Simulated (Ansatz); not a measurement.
**Heat of formation of NClO (nitrosyl chloride) from total energies**

The species is NClO (3 atoms), meant as a singlet with charge 0. As SMILES, `O=NCl`. Geometry: relaxed at PBE0-D4/def2-TZVP.

```jsonl
{"atom": "O", "x (Å)": "1.0001", "y (Å)": "-0.3383", "z (Å)": "0.5139"}
{"atom": "N", "x (Å)": "0.0520", "y (Å)": "-0.5996", "z (Å)": "-0.0358"}
{"atom": "Cl", "x (Å)": "-1.0521", "y (Å)": "0.9379", "z (Å)": "-0.4780"}
```

Total energies at RPA@PBE/6-31G** (spherical functions), 7 core orbitals frozen (Ansatz 0.2.0); the atoms run unrestricted:

```
species    state  energy (Eh)
   NClO  singlet  -589.365551
      O  triplet   -74.963887
      N  quartet   -54.526055
     Cl  doublet  -459.634894
```

Harmonic wavenumbers at PBE0-D4/def2-TZVP, in cm⁻¹: 352, 638, 1944.

Measured heats of formation of the gaseous atoms at 298.15 K, in kJ/mol: O 249.2, N 472.4, Cl 121.3. Spin-orbit lowering of the atoms at 298 K (mean of the ground term's levels less their thermal mean, from spectra), in kJ/mol: O 0.40, Cl 3.44. Take 1 Eh = 2625.50 kJ/mol, 1 cm⁻¹ = 0.0119627 kJ/mol, RT = 2.479 kJ/mol.

Work out the heat of formation of the gas at 298 K.


1. Electronic atomisation energy: (-74.963887) + (-54.526055) + (-459.634894) − (-589.365551) = 0.240715 Eh = 632.0 kJ/mol.
2. Zero-point energy: half the sum of the wavenumbers, 1467 cm⁻¹ = 17.5 kJ/mol.
3. Thermal vibrational enthalpy, Σ hcν̃/(exp(hcν̃/kT) − 1): 1.3 kJ/mol. Translation, rotation and pV of a non-linear molecule: 4 RT = 9.9 kJ/mol.
4. The 3 free atoms carry 5/2 RT each: 18.6 kJ/mol.
5. Spin-orbit coupling lowers the free atoms by 0.40 + 3.44 = 3.8 kJ/mol.
6. Atomisation enthalpy at 298 K: 632.0 − 3.8 − 17.5 − 1.3 − 9.9 + 18.6 = 618.1 kJ/mol.
7. Sum of the atoms' heats of formation: 842.9 kJ/mol. Heat of formation: 842.9 − 618.1 = +224.8 kJ/mol.

The tabulated value is +52.5 kJ/mol (Active Thermochemical Tables), so this level is off by +172.3 kJ/mol, or 21.8 % of the atomisation enthalpy. Anharmonicity and any spin-orbit splitting of the molecule are left out, and so is core correlation.
